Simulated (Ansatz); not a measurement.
The input, for Ansatz 0.2.0:

```yaml
crystal:
  periodic: [false, false, false]
  atoms:
    - {symbol: Ti, position_ang: [-0.015433, -0.009008, 1.492640]}
    - {symbol: O, position_ang: [-0.016266, -0.025151, -0.244713]}
    - {symbol: H, position_ang: [0.031698, 0.034159, -1.247927]}
basis:
  gaussian: {orbitals: def2-SVP}
total_charge: 1
magnetization: {spin_polarized: false}
hamiltonian: {xc: hf}
scf: {lower_state_search: off}
output: {orbitals: {seedname: orbitals}}
```

```sh
$ ansatz run in.yaml --threads 1 --pin off --events-out ev --progress --plain --max-ram 2393MiB
```

The program prints:

```
these checks for a lower state are left out or cut short: stability, starts, cluster_reference, orbital_swaps, neighbouring_geometries, increment
531 factors; integrals over basis functions are off by at most 1.3e-3 eV
mean field evaluation 1: about -25108.0086 eV, gradient 8.1e1 eV
mean field evaluation 2: about -25108.0086 eV, gradient 8.1e1 eV
mean field evaluation 4: about -25124.4993 eV, gradient 1.2e1 eV
mean field evaluation 8: about -25126.7240 eV, gradient 7.7e-1 eV
mean field evaluation 16: about -25126.7310 eV, gradient 3.4e-1 eV
mean field -25128.31049014 eV, -923.4483779321 hartree, gradient 1.8e-6 eV, S^2 0.000000; 0 other end points of the search recorded, 0 dependent functions left out
reference -25128.31049014 eV, -923.4483779321 hartree; 15, 15 occupied and 35, 35 virtual orbitals, 531 factors
Total energy: -25128.31049014 eV, -923.4483779321 hartree
Checks for a lower state left out: stability, starts, cluster_reference, orbital_swaps, neighbouring_geometries, increment
```

Ran on 1 thread of Arm Neoverse V1, shared host: 0.57 s wall, 0.07 GiB peak host memory.
